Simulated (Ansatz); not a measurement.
Ladder of methods for the band gap of wurtzite ZnO

Reference value: 3.6 eV (measured, zero-point renormalisation of 0.16 eV added back here (the table's ZPR column); inputs from Chen et al. (2018), doi:10.1103/physrevmaterials.2.073803).

```csv
level (code),value (eV),cell (Å³/atom),error (eV)
PBE (Ansatz),0.80 (direct),12.00,-2.80
rVV10 (Ansatz),0.57 (direct),12.40,-3.03
r²SCAN-D4 (Ansatz),1.25 (direct),11.71,-2.35
LC-ωPBE (Ansatz),7.78 (direct),11.66,+4.18
Hartree–Fock (Ansatz),11.26 (direct),12.00,+7.66
```

All these levels miss by at least 2.35 eV, so none is called best. Every ranked level misses the reference by more than 0.5 eV. Even the nearest is off by 2.35 eV.

Semilocal Kohn–Sham gaps run low as a rule, and all computed gaps are for a static lattice, while measured ones hold electron–phonon shifts unless said otherwise.  LC-ωPBE, Hartree–Fock: the gap is read on the k mesh or supercell of the run alone and can be too large. Values are at the level's own equilibrium cell; PBE at the measured cell; Hartree–Fock at the measured cell. Cutoffs and k meshes differ between the levels. Ansatz's density-functional and Hartree–Fock values are scalar-relativistic unless marked +SOC, with PAW data made under PBE.

Differences are worked out from the printed values.

Ansatz is a quantum-chemistry and plane-wave program.
